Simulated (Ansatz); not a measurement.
**SiPH₅: small, medium and large basis sets**

One table from this session's results is given with a row withheld; the runs are named, their logs left out.

Method: one geometry, several basis sets; program: Ansatz 0.2.0, Gaussian basis.

Plan: PBE0-D4/def2-SVP; ωB97M-V/def2-SVP; PBE0-D4/def2-QZVPP; ωB97M-V/def2-QZVPP; CCSD(T)/cc-pV(D+d)Z; CCSD(T)/cc-pV(T+d)Z; CCSD(T)/cc-pV(Q+d)Z; the functionals' def2-TZVPP values are taken from earlier runs.

### Structure used throughout

An earlier PBE0-D4 in a triple-zeta def2 set relaxation fixed the geometry.

7 atoms, charge 0, spin multiplicity 1.

Atoms are counted from 1 here; the program's logs count them from 0.

Bond lengths: Si1–P2 2.255 Å, Si1–H3 1.486 Å, Si1–H4 1.486 Å, Si1–H5 1.487 Å, P2–H6 1.421 Å, P2–H7 1.421 Å. Angles: P2–Si1–H3 108.0°, P2–Si1–H4 108.0°, P2–Si1–H5 113.9°, H3–Si1–H4 108.9°, H3–Si1–H5 108.9°, H4–Si1–H5 108.9°, Si1–P2–H6 93.8°, Si1–P2–H7 93.8°, H6–P2–H7 93.5°.

The first run:

The input, in.yaml:

```yaml
crystal:
  periodic: [false, false, false]
  atoms:
    - {symbol: Si, position_ang: [-0.627404, -0.356877, -0.386771]}
    - {symbol: P, position_ang: [1.087808, -0.011900, 1.035901]}
    - {symbol: H, position_ang: [-1.847481, -0.619121, 0.420186]}
    - {symbol: H, position_ang: [-0.316451, -1.563284, -1.196972]}
    - {symbol: H, position_ang: [-0.890214, 0.784604, -1.302121]}
    - {symbol: H, position_ang: [0.641340, 1.284815, 1.407651]}
    - {symbol: H, position_ang: [1.952392, 0.481765, 0.022116]}
basis:
  gaussian: {orbitals: def2-SVP}
hamiltonian: {xc: pbe0, dispersion: d4}
output: {orbitals: {seedname: orbitals}}
```

Launch:

```bash
> ansatz run in.yaml --threads 2 --pin off --events-out ev --progress --plain --max-ram 32768MiB --backend cpu
```

Steps of the session up to this table: PBE0-D4 in def2-SVP; ωB97M-V in def2-SVP; PBE0-D4 in def2-QZVPP; ωB97M-V in def2-QZVPP.

One table of the session follows, with a row left open; its other results are not shown here.

```
functional       basis  HOMO (eV)  LUMO (eV)
   PBE0-D4    def2-SVP      -7.59       0.76
   PBE0-D4  def2-TZVPP      -7.64       0.29
   PBE0-D4  def2-QZVPP          ?          ?
   ωB97M-V    def2-SVP      -9.66       2.71
   ωB97M-V  def2-TZVPP      -9.74       1.92
   ωB97M-V  def2-QZVPP      -9.75       1.37
```

Q: Estimate the row for PBE0-D4, def2-QZVPP from the others.

The run gave: HOMO (eV): -7.65; LUMO (eV): 0.08. In the column «HOMO (eV)» it lies between ωB97M-V, def2-SVP (-9.66) and PBE0-D4, def2-TZVPP (-7.64).
